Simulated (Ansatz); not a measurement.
The same path of C2H7N (10 atoms, charge 0, multiplicity 1) was run twice with different band settings. The coordinate that changes most is the dihedral C1–C2–N3–H9.

Level of theory: RHF/def2-TZVP in Ansatz 0.2.0.

Relaxed end points:

```xyz
10
Properties=species:S:1:pos:R:3
C -0.790 0.496 -0.524
C 0.079 -0.652 -0.018
N 1.192 -0.266 0.829
H -1.598 0.127 -1.148
H -0.205 1.196 -1.113
H -1.231 1.044 0.304
H 0.479 -1.202 -0.863
H -0.535 -1.352 0.539
H 0.875 0.209 1.649
H 1.816 0.350 0.349
```

```xyz
10
Properties=species:S:1:pos:R:3
C -0.802 0.508 -0.637
C 0.067 -0.557 0.009
N 1.227 0.043 0.648
H -1.659 0.059 -1.129
H -0.235 1.069 -1.370
H -1.176 1.208 0.105
H 0.425 -1.241 -0.753
H -0.540 -1.145 0.700
H 1.824 -0.653 1.044
H 0.953 0.658 1.386
```

Common settings: movable images 5; climbing image yes; spring 5.0 eV/Å²; optimiser quadratic models (default); start path through a guess of the saddle point; force threshold 0.03 eV/Å; end points relaxed.

| run | iteration limit |
| --- | --- |
| 1 | 60 |
| 2 | 6 |

(1) What does each run give, and how far can it be trusted?

Results:

(1) Run 1: converged after 5 iterations, highest image 0.100 eV above the first end. A vibrational analysis at the climbing image gives one clearly imaginary mode, 290i cm⁻¹: a first-order saddle point.
Run 2: converged after 5 iterations, highest image 0.100 eV above the first end. Another band between the same ends (5 images) ends at a top of the same energy, where a vibrational analysis finds 1 clearly imaginary mode.
